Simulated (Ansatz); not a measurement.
Geometry optimisation, RKS B3LYP/def2-SVP (Ansatz 0.2.0).

Input file:

```yaml
crystal:
  periodic: [false, false, false]
  atoms:
    - { symbol: B, position_ang: [-1.0392, 0.67058, -1.04872] }
    - { symbol: S, position_ang: [-0.75003, 0.02107, 0.64199] }
    - { symbol: C, position_ang: [0.90147, -0.76216, 0.5664] }
    - { symbol: H, position_ang: [-1.65794, 1.64846, -1.15542] }
    - { symbol: H, position_ang: [-0.65854, 0.03884, -1.94756] }
    - { symbol: H, position_ang: [-0.42527, 1.17125, 1.26734] }
    - { symbol: H, position_ang: [1.59308, -0.11827, 1.10415] }
    - { symbol: H, position_ang: [0.88507, -1.75276, 1.00916] }
    - { symbol: H, position_ang: [1.19849, -0.81372, -0.47772] }
total_charge: 1
basis:
  gaussian: { orbitals: def2-SVP }
hamiltonian:
  xc: b3lyp
relax:
  f_tol: 0.015
  max_steps: 40
```

Run as:

```bash
$ ansatz run input.yaml --threads 1 --pin off --max-ram 2048MiB --backend cpu --events-out ev --progress --plain --runs-dir out
```

**Question.** Where does it end, and by what steps?

**Answer.** The run converged. Limits of this set-up: the dipole of an ion depends on the origin. After 16 steps the energy has fallen by 0.169 eV; H9 moved furthest, 0.73 Å.

```csv
step,energy less start (eV),largest force component (eV/Å),accepted
0,0.0000,0.758,yes
1,-0.1026,0.229,yes
2,-0.1007,0.501,no
3,-0.1160,0.098,yes
4,-0.1202,0.041,yes
5,-0.1251,0.336,yes
6,-0.1340,0.226,yes
7,-0.1558,0.148,yes
8,-0.1659,0.051,yes
9,-0.1511,0.318,no
10,-0.1671,0.030,yes
11,-0.1680,0.128,yes
12,-0.1662,0.194,no
13,-0.1676,0.077,no
14,-0.1689,0.041,yes
15,-0.1685,0.073,no
16,-0.1690,0.008,yes
```

```xyz
9
Properties=species:S:1:pos:R:3
B -0.987 0.845 -1.106
S -0.751 -0.133 0.470
C 0.960 -0.794 0.553
H -1.739 1.767 -1.018
H -0.437 0.402 -2.068
H -0.775 0.826 1.432
H 1.693 0.018 0.468
H 1.040 -1.324 1.511
H 1.042 -1.504 -0.283
```

Whether the end is a true minimum wasn't checked by a vibrational analysis.

Run time: 39 s on 1 thread of Intel(R) Xeon(R) Platinum 8375C CPU @ 2.90GHz (Ice Lake), on a shared host, peak memory 0.24 GiB.
